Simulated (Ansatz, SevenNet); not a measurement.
For rock-salt MgS, the machine-learned potential SevenNet-0 (trained on PBE and PBE+U data) gives:

| Property | Result |
|---|---|
| lattice parameter a | 5.223 Å |
| zone-centre TO phonon frequency | 208 cm⁻¹ |
| elastic constant C11 | 105 GPa |
| elastic constant C44 | 42.8 GPa |
| polycrystal shear modulus | 34.9 GPa |

Task: What does PBE0 (Ansatz, a quantum-chemistry and plane-wave program, plane waves, PAW) give for the same quantities?

Result: 
- lattice constant a: 5.194 Å (decreases by 0.6 %)
- zone-centre TO phonon frequency: 234 cm⁻¹ (rises by 12 %)
- elastic constant C11: 151 GPa (goes up by 44 %)
- elastic constant C44: 58.4 GPa (grows by 36 %)
- Voigt–Reuss–Hill shear modulus: 56.2 GPa (rises by 61 %)

For comparison: lattice constant a 5.188 Å (measured, corrected for zero-point motion; as tabulated in Goldzak et al. (2022), arXiv:2208.04865); zone-centre TO phonon frequency 240 cm⁻¹ (measured, temperature not stated, no zero-point or thermal correction; as tabulated in Chmeruk and Núñez-Valdez (2023), arXiv:2212.11645).

Changes are worked out from the printed values.

Unless a cell is named, each level is at its own relaxed cell (SevenNet-0 17.82, PBE0 17.52 Å³/atom).

Ansatz's density-functional and Hartree–Fock values are scalar-relativistic unless marked +SOC, with PAW data made under PBE.
